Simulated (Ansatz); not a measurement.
## How the LO(Γ) frequency of rock-salt NaI moves with the method

No measured value is used here.

```csv
level (code),value (cm⁻¹),cell (Å³/atom)
LDA (Ansatz),180,30.66
PBE (Ansatz),163,34.80
r²SCAN (Ansatz),172,33.71
```

Each level is taken at its own relaxed cell. Cutoffs differ between the levels. Ansatz's density-functional and Hartree–Fock values are scalar-relativistic unless marked +SOC, with PAW data made under PBE.

Ansatz is an electronic-structure program.
